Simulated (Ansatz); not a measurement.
**C3H5NO: up Jacob's ladder to CCSD(T)**

Aim: compute C3H5NO with functionals from several rungs and with coupled cluster, and see how far each lands from CCSD(T) at the basis-set limit for the atomisation energy.

Computed with Ansatz 0.2.0, Gaussian basis. Level: functionals in def2-TZVPP, the program's frozen cores in correlated methods.

Plan: LDA (SPW92), PBE-D4, revPBE-D4, BLYP-D4, r2SCAN-D4, B97M-V, PBE0-D4, B3LYP-D4, r2SCANh-D4, r2SCAN0-D4, HSE06-D4, BHLYP-D4, CAM-B3LYP-D4, LC-ωPBE, ωB97X-V, ωB97M-V, B2PLYP, PBE-QIDH; CCSD(T)/def2-SVP; CCSD(T)/def2-TZVPP; MP2/def2-QZVPP; extrapolation to the limit; RPA on PBE.

**1. The relaxed structure**

An earlier PBE0-D4 in a triple-zeta def2 set relaxation fixed the geometry.

SMILES `NC1CC1=O`, 10 atoms, charge 0, spin multiplicity 1.

Atoms are counted from 1 here; the program's logs count them from 0.

Bond lengths: N1–C2 1.436 Å, N1–H6 1.013 Å, N1–H7 1.014 Å, C2–C3 1.553 Å, C2–C4 1.470 Å, C2–H8 1.087 Å, C3–C4 1.469 Å, C3–H9 1.088 Å, C3–H10 1.085 Å, C4–O5 1.193 Å. Angles: C2–N1–H6 110.5°, C2–N1–H7 110.2°, H6–N1–H7 106.6°, N1–C2–C3 119.7°, N1–C2–C4 123.0°, N1–C2–H8 113.5°, C3–C2–C4 58.1°, C3–C2–H8 113.3°, C4–C2–H8 117.8°, C2–C3–C4 58.1°, C2–C3–H9 118.9°, C2–C3–H10 116.2°, C4–C3–H9 117.5°, C4–C3–H10 120.6°, H9–C3–H10 114.3°, C2–C4–C3 63.8°, C2–C4–O5 148.4°, C3–C4–O5 146.3°.

**2. LDA**

This LDA is Slater exchange with PW92 correlation.

The input, in.yaml:

```yaml
crystal:
  periodic: [false, false, false]
  atoms:
    - {symbol: N, position_ang: [-1.528231, -0.041580, -0.119664]}
    - {symbol: C, position_ang: [-0.188344, -0.554068, -0.063332]}
    - {symbol: C, position_ang: [0.871494, 0.156303, 0.821300]}
    - {symbol: C, position_ang: [0.962349, 0.150996, -0.645363]}
    - {symbol: O, position_ang: [1.485626, 0.620601, -1.609622]}
    - {symbol: H, position_ang: [-1.520860, 0.971852, -0.112467]}
    - {symbol: H, position_ang: [-1.974217, -0.322321, -0.985816]}
    - {symbol: H, position_ang: [-0.141636, -1.638425, -0.003806]}
    - {symbol: H, position_ang: [0.608882, 1.094758, 1.304606]}
    - {symbol: H, position_ang: [1.508139, -0.489317, 1.417166]}
basis:
  gaussian: {orbitals: def2-TZVPP}
hamiltonian: {xc: lda}
output: {orbitals: {seedname: orbitals}}
```

Command:

```
ansatz run in.yaml --threads 2 --pin off --events-out ev --progress --plain --max-ram 4352MiB
```

Further steps of the session: PBE-D4 (GGA); revPBE-D4 (GGA); BLYP-D4 (GGA); r2SCAN-D4 (meta-GGA); B97M-V (meta-GGA); PBE0-D4 (hybrid); B3LYP-D4 (hybrid); r2SCANh-D4 (hybrid); r2SCAN0-D4 (hybrid); HSE06-D4 (hybrid); BHLYP-D4 (hybrid); CAM-B3LYP-D4 (range-separated); LC-ωPBE (range-separated); ωB97X-V (range-separated); ωB97M-V (range-separated); B2PLYP (double hybrid); PBE-QIDH (double hybrid); CCSD(T) in def2-SVP; CCSD(T) in def2-TZVPP; MP2 in def2-QZVPP; RPA on PBE orbitals.

Before running them: what should the planned runs give, taken together? Wanted: atomisation energy, CCSD(T)/CBS; farthest beyond LDA; mean size of error, GGA; mean size of error, meta-GGA; mean size of error, hybrid; mean size of error, range-separated; mean size of error, double hybrid; gap, smallest and largest; T1 diagnostic.

As calculated:

| quantity | value |
| --- | --- |
| atomisation energy, CCSD(T)/CBS | 4054.7 kJ/mol |
| functionals within 20.3 kJ/mol (0.5 %) | r2SCANh-D4, PBE-QIDH |
| farthest beyond LDA | PBE-D4 (+189.8 kJ/mol) |
| mean size of error, GGA | 101.7 kJ/mol |
| mean size of error, meta-GGA | 26.3 kJ/mol |
| mean size of error, hybrid | 64.3 kJ/mol |
| mean size of error, range-separated | 35.3 kJ/mol |
| mean size of error, double hybrid | 13.8 kJ/mol |
| gap, smallest and largest | 2.70 eV (LDA (SPW92)), 10.46 eV (LC-ωPBE) |
| T1 diagnostic | 0.0137 |
| triples share of the correlation energy | 4.3 % |

LDA overbinds by 741.7 kJ/mol (18 %). PBE-D4 misses by +189.8 kJ/mol. Double hybrids carry the basis error of their MP2 part in triple zeta, and no dispersion term here, so their miss is partly the set-up's. By mean error the best rung here is double hybrid (13.8 kJ/mol) and the worst beyond LDA is GGA (101.7 kJ/mol). The reference freezes the cores and leaves out relativity and excitations past (T), so misses under about 20.3 kJ/mol can't be ranked. Hartree-Fock recovers 68 % of the binding; the rest is correlation. CCSD(T) in def2-SVP is off by -202.4 kJ/mol, more than most functionals: a good method in a small basis is no reference. Orbital gaps span 2.7 to 10.5 eV; exact exchange widens them.
